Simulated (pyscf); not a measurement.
A first-order saddle from PySCF, ωB97X-D3(BJ)/def2-SVP:

```xyz
13

O      0.5066     0.6676    -0.4020
Si     0.3341    -0.9165     0.1931
O     -0.3192    -1.5746    -1.1985
H      0.4168     0.7276    -1.3590
H     -0.4127    -2.2508     1.1201
H      1.6894    -1.3165     0.6255
H     -0.6096    -2.4876    -1.1021
O     -0.6264    -0.2236     1.5788
Si    -1.3494     1.3351     1.5711
H     -0.8225    -1.3106     1.6927
H     -2.2591     1.3133     2.7496
H     -2.1518     1.5269     0.3396
H     -0.3016     2.3617     1.7538
```

Surface: singlet, charge 0. Lowest wavenumbers (cm⁻¹): 1263i, 63, 133, 149, 237.

Task: Which two sides does it connect, and which bonds change?

Result: HO–SiH₂–OH + silanol (HO–SiH₃) ⇌ HO–SiH(OH)–O–SiH₃ + hydrogen (H₂), a four-centre exchange read from left to right: H–Si, H–O broken and O–Si, H–H formed. At ωB97M-D3(BJ)/def2-TZVP it lies +114.0 kJ/mol from the left side and +231.8 kJ/mol from the right (each side as separated species at their lowest minima found). This is the saddle that the search found; another between the same sides may lie lower.
